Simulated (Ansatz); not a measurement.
ClF: the interaction energy of a dimer with the counterpoise correction, run with the Python package of Ansatz (0.2.0).

The script, `clf_dimer.py`:
```python
import ansatz as az

FIRST = [
    ("F", (0.853, 0.0, 0.0)),
    ("Cl", (-0.853, 0.0, 0.0)),
]
SECOND = [
    ("F", (3.0308, 0.8873, -1.2431)),
    ("Cl", (4.4661, 0.0535, -0.8493)),
]

def energy(atoms, ghosts=()):
    molecule = az.Crystal.molecule()
    for symbol, xyz in atoms:
        molecule = molecule.atom(symbol, xyz)
    calc = (
        molecule.calculation()
        .basis(gaussian="def2-SVPD")
        .functional("pbe", dispersion="d3bj")
        .accuracy("medium")
    )
    deck = calc.input()
    if ghosts:
        deck = deck.set(az.key.basis.gaussian.ghost_atoms, [{"symbol": s, "position_ang": list(xyz)} for s, xyz in ghosts])
    return az.Session.from_dict(deck).plan().execute().report["free_energy_ev"]

both = energy(FIRST + SECOND)
alone = energy(FIRST) + energy(SECOND)
ghosted = energy(FIRST, SECOND) + energy(SECOND, FIRST)
print(f"dimer {both:.6f} eV")
print(f"interaction, uncorrected   {(both - alone):8.3f} eV")
print(f"interaction, counterpoise  {(both - ghosted):8.3f} eV")
print(f"basis-set superposition    {(alone - ghosted):8.3f} eV")
```

How large is the interaction at this pose, and how much of it is basis-set superposition?

Uncorrected it is -0.029 eV, with the counterpoise correction 0.001 eV; the difference, 0.03 eV, is the superposition error. The sign changes with the correction, so this basis doesn't settle it.

The run itself:

```console
$ python clf_dimer.py
dimer -30447.831077 eV
interaction, uncorrected     -0.029 eV
interaction, counterpoise     0.001 eV
basis-set superposition       0.030 eV
```

Caveats:
- These settings explore the input space; basis and method may be short of convergence.
- The dimer is a generated trial pose of unrelaxed monomers, not a minimum, so the figure is no binding energy, and the basis set is small.
- Timing: 5.2 s on 1 thread of Intel(R) Xeon(R) Platinum 8488C (Sapphire Rapids) (shared host), peak memory 0.19 GiB.

(Lines on the test bed's own set-up are left out of the output.)
